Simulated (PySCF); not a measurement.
# MgC⁻: from constants to spectrum

UHF-CCSD(T) constants of MgC⁻, ⁴Σ⁻ (quartet), unpaired electrons σ ↑, π ↑↑ (PySCF, no relativity, basis sets Mg aug-pcseg-1, C aug-pcseg-1; masses 23.9850 and 12.0000 u):

```
ωe            : 367.7 cm⁻¹
ωexe          : 3.97 cm⁻¹
Be            : 0.40143 cm⁻¹
αe            : 0.00596 cm⁻¹
De to Mg + C⁻ : 1.20 eV
```

What force constant and bond length do these constants imply?

Reduced mass μred = 7.9983 u; k = 5.8918×10⁻⁷·μred·ωe² (u, cm⁻¹, mdyn/Å) = 0.637 mdyn/Å; Re = √(16.8576/(μred·Be)) (u, cm⁻¹, Å) = 2.291 Å.

Estimate the centrifugal constant D from the Kratzer relation and find the Dunham coefficient a1.

D = 4Be³/ωe² = 1.91e-06 cm⁻¹; a1 = −1 − αeωe/(6Be²) = -3.27.

Correlated steps freeze 2 core orbitals. Correlated levels converge slowly with the basis: in double zeta they bind strong bonds too weakly, by up to about 1 eV, and carry superposition errors of some tenths. For an ion De counts to the pair picked by the measured ionisation energies or electron affinities, which need not be the lowest pair at this level. The state was picked by a PBE0 search and need not be the measured ground state.
